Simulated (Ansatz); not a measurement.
Geometry optimisation, RKS B3LYP-D4/6-31G* (Ansatz).

The input (input.yaml):

```yaml
crystal:
  periodic: [false, false, false]
  atoms:
    - { symbol: Si, position_ang: [0.0, 0.0, 0.0] }
    - { symbol: "N", position_ang: [1.1383, 0.0, 1.6687] }
    - { symbol: H, position_ang: [0.2613, -0.2713, 2.1987] }
    - { symbol: H, position_ang: [2.0153, 0.2713, 2.1987] }
    - { symbol: H, position_ang: [1.6341, 0.0, 0.2923] }
    - { symbol: H, position_ang: [-0.6877, 1.1914, -0.4862] }
    - { symbol: H, position_ang: [-0.6877, -1.1914, -0.4862] }
basis:
  gaussian: { orbitals: "6-31G*" }
hamiltonian:
  xc: b3lyp
  dispersion: d4
relax:
  f_tol: 0.15
  max_steps: 25
  restrain:
    - { distance: [1, 4], at: 2.26, k: 30.0 }
    - { distance: [0, 1], at: 1.82, k: 30.0 }
    - { distance: [0, 4], at: 1.46, k: 30.0 }
output:
  orbitals: {}
```

Launched with:

```bash
$ ansatz run input.yaml --threads 1 --pin off --max-ram 2048MiB --backend cpu --events-out ev --progress --plain --runs-dir out
```

Where does it end, and by what steps?

The run converged. The restraints hold the end off the free minimum; the threshold counts their pulls, which the force column leaves out. Restrained pairs: N2–H5 (1.46 → 2.30 Å), Si1–N2 (2.02 → 1.77 Å), Si1–H5 (1.66 → 1.46 Å). After 9 steps the energy has fallen by 5.034 eV (the restraints' own energy left out); H5 moved furthest, 0.66 Å.

```
step  energy less start (eV)  largest force component (eV/Å)  accepted
   0                  0.0000                           5.059       yes
   1                 -1.7122                           4.598       yes
   2                 -3.1029                           3.958       yes
   3                 -4.5439                           1.757       yes
   4                 -4.9632                           2.279       yes
   5                 -5.0245                           1.494       yes
   6                 -5.0324                           1.475       yes
   7                 -5.0385                           1.166       yes
   8                 -5.0278                           1.443       yes
   9                 -5.0344                           1.258       yes
```

```xyz
7
Properties=species:S:1:pos:R:3
Si 0.280 -0.007 0.098
N 0.836 -0.203 1.768
H 0.198 -0.170 2.556
H 1.676 0.319 1.989
H 1.659 0.032 -0.369
H -0.484 1.218 -0.289
H -0.492 -1.188 -0.368
```

Time of the run: 14 s on 1 thread of Intel(R) Xeon(R) Platinum 8259CL CPU @ 2.50GHz (Skylake/Cascade Lake) (shared host), peak memory 0.12 GiB.
